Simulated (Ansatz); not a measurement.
# C2H3Cl (SMILES C=CCl): entropy by statistical mechanics

A singlet with charge 0, relaxed at PBE0-D4/def2-TZVP (Ansatz 0.2.0):

```xyz
6

C    -0.4619    0.2020   -0.5392
C     0.3785   -0.0116    0.4558
Cl    0.8974   -1.5795    0.9396
H    -0.8830   -0.6077   -1.1213
H    -0.7447    1.2175   -0.7883
H     0.8138    0.7793    1.0533
```

Harmonic wavenumbers in cm⁻¹: 400, 643, 737, 931, 984, 1044, 1302, 1403, 1684, 3172, 3220, 3268.

Masses in u: C 12.011, Cl 35.45, H 1.008. Take T = 298.15 K, p = 1 bar, R = 8.3145 J/(mol K), kT/hc = 207.22 cm⁻¹, rigid rotor and harmonic oscillator.

Q: Work out S° at 298 K.

A: 
1. Translation (Sackur–Tetrode): S = R[3/2 ln M + 5/2 ln T − 1.1517] with M = 62.496 gives 160.4 J/(mol K).
2. Rotation: principal moments 8.682, 83.880, 92.562 u Å² give A, B, C = 1.9416, 0.201, 0.1821 cm⁻¹; the symmetry number is σ = 1; q = (√π/σ)√((kT/hc)³/ABC) = 19833; S = R(ln q + 3/2) = 94.7.
3. Vibration: with u = ν̃/207.22, each mode gives R[u/(eᵘ − 1) − ln(1 − e⁻ᵘ)]; the sum is 8.2, most from 400 cm⁻¹ (4.0), 643 cm⁻¹ (1.6), 737 cm⁻¹ (1.1).
4. Electronic: R ln 1 = 0.0, from the spin multiplicity alone.
5. Sum: 160.4 + 94.7 + 8.2 + 0.0 = 263.3 J/(mol K).

The tabulated value is 264.0 J/(mol K) (CRC Handbook of Chemistry and Physics): the model is off by -0.7.
